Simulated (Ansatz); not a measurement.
Computed with Ansatz on PBE0-D4/def2-TZVP structures; ΔE is electronic, products minus reactants. CCSD(T)/CBS is the MP2 limit (def2-TZVPP, def2-QZVPP) plus CCSD(T) − MP2 in def2-TZVPP, frozen cores. This one scheme is used for every species. Each species was taken in one conformer, which may not be the lowest.

`O[SiH2][AlH2]` + SiH₄ → `[AlH2][SiH2][SiH3]` + H₂O  (formal exchange of groups at the Si–O bond)

```json
{"species": "`O[SiH2][AlH2]`", "SCS-MP2/def2-QZVPP energy (Eh)": "-609.21798"}
{"species": "SiH₄", "SCS-MP2/def2-QZVPP energy (Eh)": "-291.43864"}
{"species": "`[AlH2][SiH2][SiH3]`", "SCS-MP2/def2-QZVPP energy (Eh)": "-824.28110"}
{"species": "H₂O", "SCS-MP2/def2-QZVPP energy (Eh)": "-76.34808"}
```

Problem. Work out ΔE.

Solution. ΔE = (-824.28110) + (-76.34808) − (-609.21798) − (-291.43864) = 0.02744 Eh = +72.0 kJ/mol. CCSD(T)/CBS gives +58.1 kJ/mol.

Largest T1 diagnostic among the species: 0.013.

From PBE to PBE0 (25 % exact exchange), in def2-TZVPP and without D4, ΔE moves by +4.2 kJ/mol. Leaving LDA and LC-ωPBE aside and taking each functional with its dispersion term where it has one, the values, not all of them listed here, spread over 32.2 kJ/mol, from PBE-D4 to CAM-B3LYP-D4.
